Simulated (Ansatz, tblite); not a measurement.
Removing and adding an electron: Li₂S. Charge 0, multiplicity 1. Geometry: PBE0-D4/def2-TZVP. Ansatz, gas phase; energy differences of separate SCF runs; the oxidised species was run as a doublet alone; the reduced species was run as a doublet alone.

Cartesian coordinates in Å:
```
Li -1.730 -0.815 0.275
Li 1.472 1.246 -0.114
S 0.258 -0.431 -0.161
```

The xTB rows come from tblite. Correlated methods freeze 5 core orbitals; core or outer-core shells of Li are correlated, in sets that lack core-valence functions. In CCSD on the charge -1 doublet the largest single amplitude is 0.56, so its Hartree–Fock determinant may place the open shell otherwise than the density functionals do. HOMO above LUMO, or a gap near zero within one spin, warns that the state may not be the lowest or that an electron is smeared out. The structure comes from a short search, and lower isomers may exist.

(1) Estimate orbital energies and vertical ionisation energies and electron affinities at: GFN1-xTB; GFN2-xTB; HF/def2-TZVPP; PBE-D4/def2-TZVP; PBE-D4/def2-TZVPD; r2SCAN-D4/def2-TZVP; r2SCAN-D4/def2-TZVPD; PBE0-D4/def2-TZVP; PBE0-D4/def2-TZVPD; MP2/def2-TZVPP; CCSD/def2-TZVPD; CCSD/def2-TZVPP; CCSD(T)/def2-TZVPD; CCSD(T)/def2-TZVPP.

Answers

(1) 
| level | −HOMO (eV) | vertical IE (eV) | −LUMO (eV) | vertical EA (eV) | HOMO–LUMO gap (eV) | IE − EA (eV) | remarks |
| --- | --- | --- | --- | --- | --- | --- | --- |
| GFN1-xTB | 10.16 | 13.29 | 6.71 | 4.60 | 3.46 | 8.69 | – |
| GFN2-xTB | 8.17 | 11.68 | 5.76 | 2.79 | 2.41 | 8.89 | – |
| HF/def2-TZVPP | – | 5.29 | – | – | – | – | – |
| PBE-D4/def2-TZVP | 3.52 | 6.66 | 1.38 | – | 2.14 | – | – |
| PBE-D4/def2-TZVPD | 3.57 | – | 1.40 | 0.40 | 2.17 | – | HOMO above zero (-1 doublet), gap within one spin near zero (-1 doublet) |
| r2SCAN-D4/def2-TZVP | 3.64 | 6.54 | 0.79 | – | 2.85 | – | – |
| r2SCAN-D4/def2-TZVPD | 3.68 | – | 0.80 | 0.28 | 2.89 | – | HOMO above zero (-1 doublet), gap within one spin near zero (-1 doublet) |
| PBE0-D4/def2-TZVP | 4.48 | 6.54 | 0.86 | – | 3.62 | – | – |
| PBE0-D4/def2-TZVPD | 4.52 | – | 0.90 | 0.28 | 3.62 | – | HOMO above zero (-1 doublet) |
| MP2/def2-TZVPP | – | 6.51 | – | – | – | – | – |
| CCSD/def2-TZVPD | – | – | – | 0.01 | – | – | HOMO above zero (-1 doublet), large T1 (0.116) (-1 doublet) |
| CCSD/def2-TZVPP | – | 6.30 | – | – | – | – | – |
| CCSD(T)/def2-TZVPD | – | – | – | 0.05 | – | – | HOMO above zero (-1 doublet), large T1 (0.116) (-1 doublet) |
| CCSD(T)/def2-TZVPP | – | 6.40 | – | – | – | – | – |

Run but left out: HF/def2-TZVPD, MP2/def2-TZVPD (charge -1 doublet: a determinant that CCSD turns far, T1 0.116).   A HOMO above zero means that the electron is unbound at that level or that self-interaction error raises the level; the energy of removing that electron tells which. Raw xTB energy differences between charge states are shifted by several eV; the methods need an empirical correction for them.
